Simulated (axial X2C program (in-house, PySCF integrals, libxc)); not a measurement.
## Outer orbitals of SiB⁺ at 2.110 Å, PBE0

All values were computed with an in-house relativistic program for diatomic molecules. Spin-free means the one-electron spin-free X2C Hamiltonian; two-component (2c) means X2C with spin–orbit coupling and atomic mean-field two-electron Coulomb and Gaunt terms, so the difference of the two also holds small scalar two-electron terms. Basis: Si dyall-v3z [8s7p2d1f], B dyall-v3z [7s6p2d1f] (cores contracted in-house); Gaussian nuclei, density fitting, unrestricted open shells. Masses: Si 27.977 u, B 11.009 u.

The distance is close to the 2c PBE0 minimum; the highest filled and lowest empty levels are listed.

Spin-free orbitals, state M_S = 1, Λ = 1 (beyond evenly filled blocks: σα, π+α) (Löwdin shares):

```
symmetry  occupied  ε (eV)             atomic character
      σα       yes  -21.88   46% Si s, 32% B s, 11% B p
      σβ       yes  -20.48   49% Si s, 29% B s, 13% B p
      σα       yes  -17.11  38% B s, 27% Si s, 19% Si p
      σβ       yes  -15.44  30% Si p, 30% Si s, 30% B s
      σα       yes  -13.50    50% B p, 32% Si p, 8% B s
     π+α       yes  -13.12    53% Si p, 41% B p, 3% B d
     π-α        no  -11.12    55% Si p, 40% B p, 2% B d
     π-β        no  -10.12    60% Si p, 36% B p, 3% B d
     π+β        no  -10.12    60% Si p, 36% B p, 3% B d
      σβ        no   -9.24   48% B p, 25% Si p, 22% B s
```

Spinors with spin–orbit coupling (state Ω = 2):

| ω | occupied | ε (eV) | atomic character | λ mixture |
| --- | --- | --- | --- | --- |
| 1/2 | yes | -21.88 | 46% Si s, 32% B s, 11% B p | 100% σ |
| -1/2 | yes | -20.49 | 49% Si s, 29% B s, 13% B p | 100% σ |
| 1/2 | yes | -17.11 | 38% B s, 27% Si s, 19% Si p | 100% σ |
| -1/2 | yes | -15.44 | 30% Si p, 30% Si s, 30% B s | 100% σ |
| 1/2 | yes | -13.50 | 50% B p, 32% Si p, 8% B s | 100% σ |
| 3/2 | yes | -13.12 | 53% Si p, 41% B p, 3% B d | 100% π |
| -1/2 | no | -11.12 | 56% Si p, 40% B p, 2% B d | 100% π |
| 1/2 | no | -10.13 | 60% Si p, 36% B p, 3% B d | 100% π |
| -3/2 | no | -10.11 | 60% Si p, 36% B p, 3% B d | 100% π |
| -1/2 | no | -9.23 | 47% B p, 25% Si p, 22% B s | 100% σ |

Mulliken charges and populations of the two-component result (they depend on the basis, above all on diffuse functions):

Si 0.65 e (s 5.93 p 7.33 d 0.08 f 0.01), B 0.35 e (s 3.59 p 1.03 d 0.02). ⟨Lz⟩ = 1.00 ħ and ⟨Sz⟩ = 1.00 ħ (0.45 and 0.55 on the two atoms), which add up to Ω.

One determinant describes the state; a PBE0 search over occupations chose it and may have missed a lower one. Density functionals use the spin component along the axis (collinear). Other states lie close and PBE0, whose exact exchange favours high spin, may order them wrongly; the determinant shown need not be the ground state. The nearest other spin-free determinant of the search, M_S = 0, Λ = 1, lies 0.17 eV up at the distance of the search. The functionals have no current-density term, which raises determinants with orbital currents, atoms included. With several unpaired electrons one determinant need not be a pure state. Open-shell Ω = 0 determinants with evenly filled partner blocks cannot be reached by this program, so the Ω shown need not be the lowest component.
